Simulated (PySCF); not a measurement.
**Basis-set dependence of population analyses: `C[C@H]([S-])C(N)=O`**

C3H6NOS (charge -1).
Numbering: `[CH3:1][C@H:2]([S-:3])[C:4]([NH2:5])=[O:6]` (hydrogens: H7, H8, H9 on C1; H10 on C2; H11, H12 on N5)

Structure used (PBE0-D3(BJ)/def2-SVP), in Å, numbered top down from 1:
```
atom  x, y, z in Å
C1    -1.577   -0.174   -0.382
C2    -0.389   -0.236    0.579
S3    -0.555    0.935    1.967
C4     0.896   -0.091   -0.256
N5     1.621    0.989    0.078
O6     1.197   -0.883   -1.146
H7    -1.666    0.851   -0.779
H8    -2.507   -0.393    0.165
H9    -1.460   -0.883   -1.221
H10   -0.329   -1.277    0.954
H11    1.226    1.488    0.904
H12    2.510    1.158   -0.370
```

PBE0 throughout (PySCF), one geometry, spherical d and f functions. Geometry: PBE0-D3(BJ)/def2-SVP, one conformer, isolated ion. Atoms taken as equivalent share a column and are averaged. The first 7 of 10 kinds of atom are listed.

Mulliken charges (e):

| basis | functions | C1 | C2 | S3 | C4 | N5 | O6 | H7/H8/H9 |
| --- | --- | --- | --- | --- | --- | --- | --- | --- |
| STO-3G | 40 | -0.226 | -0.174 | -0.518 | +0.184 | -0.430 | -0.336 | +0.046 |
| 6-31G | 70 | -0.442 | -0.475 | -0.533 | +0.541 | -0.775 | -0.548 | +0.142 |
| 6-31G* | 100 | -0.489 | -0.331 | -0.658 | +0.568 | -0.798 | -0.566 | +0.148 |
| def2-SVP | 118 | +0.016 | -0.190 | -0.629 | +0.104 | -0.142 | -0.361 | -0.002 |
| 6-311+G(2d,p) | 206 | -0.652 | +0.545 | -1.002 | +0.108 | -0.376 | -0.579 | +0.136 |
| def2-TZVP | 228 | -0.310 | +0.055 | -0.785 | +0.185 | -0.384 | -0.452 | +0.079 |

IAO charges (e):

```
        basis  functions      C1      C2      S3      C4      N5      O6  H7/H8/H9
       STO-3G         40  -0.393  -0.281  -0.543  +0.189  -0.422  -0.348    +0.107
        6-31G         70  -0.419  -0.217  -0.724  +0.384  -0.512  -0.555    +0.130
       6-31G*        100  -0.398  -0.213  -0.724  +0.428  -0.515  -0.575    +0.121
     def2-SVP        118  -0.387  -0.213  -0.699  +0.420  -0.502  -0.575    +0.115
6-311+G(2d,p)        206  -0.415  -0.218  -0.728  +0.440  -0.530  -0.598    +0.128
    def2-TZVP        228  -0.413  -0.219  -0.719  +0.442  -0.529  -0.598    +0.126
```

Hirshfeld charges (e):

```
        basis  functions      C1      C2      S3      C4      N5      O6  H7/H8/H9
       STO-3G         40  -0.059  -0.042  -0.607  +0.113  -0.221  -0.306    -0.007
        6-31G         70  -0.121  -0.048  -0.622  +0.150  -0.199  -0.383    +0.013
       6-31G*        100  -0.119  -0.046  -0.631  +0.146  -0.195  -0.382    +0.013
     def2-SVP        118  -0.142  -0.064  -0.568  +0.147  -0.200  -0.373    +0.010
6-311+G(2d,p)        206  -0.150  -0.086  -0.548  +0.132  -0.205  -0.371    +0.015
    def2-TZVP        228  -0.149  -0.078  -0.555  +0.139  -0.206  -0.373    +0.014
```

ESP-fitted charges (e):

```csv
basis,functions,C1,C2,S3,C4,N5,O6,H7/H8/H9
STO-3G,40,-0.264,-0.114,-0.681,+0.514,-0.665,-0.472,+0.058
6-31G,70,-0.191,-0.199,-0.849,+0.767,-0.812,-0.682,+0.058
6-31G*,100,-0.199,-0.162,-0.834,+0.623,-0.730,-0.608,+0.057
def2-SVP,118,-0.150,-0.112,-0.769,+0.562,-0.608,-0.610,+0.032
"6-311+G(2d,p)",206,-0.171,-0.051,-0.869,+0.663,-0.765,-0.667,+0.042
def2-TZVP,228,-0.197,-0.041,-0.832,+0.594,-0.699,-0.639,+0.046
```

Some averages cover members that differ in this geometry, most widely: H7/H8/H9, ESP-fitted in 6-31G +0.034 to +0.073; H7/H8/H9, ESP-fitted in 6-31G* +0.036 to +0.070; H7/H8/H9, ESP-fitted in def2-TZVP +0.029 to +0.059; H7/H8/H9, ESP-fitted in 6-311+G(2d,p) +0.025 to +0.054 e.

**Question.** Which scheme is steadiest as the basis changes?

**Answer.** Largest range over the bases for any column: Hirshfeld 0.09 e, IAO 0.25 e, ESP-fitted 0.25 e, Mulliken 1.02 e. Hirshfeld charges move least and Mulliken charges most, counted in e. Without the minimal STO-3G basis the ranges are Hirshfeld 0.08, IAO 0.06, ESP-fitted 0.20, Mulliken 1.02 e.

**Question.** How much do the charges still move between the two largest bases, 6-311+G(2d,p) and def2-TZVP?

**Answer.** At most, over all atoms: Mulliken 0.490 e, IAO 0.009 e, Hirshfeld 0.008 e, ESP-fitted 0.070 e.

**Question.** What do the same runs give for the total energy and the frontier levels?

**Answer.** 
```tsv
basis	energy (Eh)	HOMO (eV)	LUMO (eV)
STO-3G	-637.9602	6.29	10.17
6-31G	-645.6269	-0.10	5.57
6-31G*	-645.7090	-0.06	5.79
def2-SVP	-645.4276	0.21	5.67
6-311+G(2d,p)	-645.8372	-0.68	3.69
def2-TZVP	-645.8528	-0.42	4.98
```

Where the HOMO energy of this anion is positive, the outermost electrons may be held by the finite basis alone.
